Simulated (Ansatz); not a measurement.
**One element changed: vertical ionisation energies of HOC, HOSi, HOGe**

Ansatz 0.2.0, basis cc-pVTZ; geometries are PBE0/def2-TZVP minima. Wave-function levels freeze the cores with the filled d shells of p-block atoms; HF, MP2 and coupled cluster are restricted for singlets and unrestricted otherwise, restricted open-shell where a d shell is frozen, Kohn–Sham unrestricted where that lies lower. The reference is CCSDT(Q) (coupled cluster only where its series has nearly closed). Semilocal and hybrid functionals correlate all electrons outside any core potential and usually lie nearer their basis limit than the reference, so part of their error here is the reference's basis and frozen-core error; RPA and the MP2 part of double hybrids freeze the same cores as the reference. An error is the level's value less the reference. None of these values is a measured one. Energies are electronic, without zero-point terms. No spin–orbit coupling and no scalar relativity. The species are chosen: bound, without strong static correlation by their natural occupations or amplitudes, in their lowest spin state as far as vertical gaps and like structures tell, with only the lowest ion state computed, and with a ladder that closes on the reference, so errors are smaller than for species at large; levels whose determinant breaks symmetry or spin markedly are left out.

| species | bonds (Å) | quantity | symmetry of the states | reference | value (eV) | error CCSD(T) | error CCSDT | error PBE | error PBE0 | error wB97M-V |
| --- | --- | --- | --- | --- | --- | --- | --- | --- | --- | --- |
| HOC, doublet | C–O 1.265, O–H 0.984, angle at O 114° | vertical ionisation to the singlet | A' / A' | CCSDT(Q) | 8.297 | 0.007 | 0.010 | 0.280 | 0.409 | 0.079 |
| HOSi, doublet | O–Si 1.650, O–H 0.962, angle at O 119° | vertical ionisation to the singlet | A' / A' | CCSDT(Q) | 6.914 | -0.003 | 0.004 | 0.104 | 0.203 | -0.169 |
| HOGe, doublet | O–Ge 1.786, O–H 0.962, angle at O 115° | vertical ionisation to the singlet | A' / A' | CCSDT(Q) | 6.988 | 0.006 | 0.010 | 0.054 | 0.182 | 0.043 |

The reference doesn't change in one direction along the series: C 8.297, Si 6.914, Ge 6.988 eV.
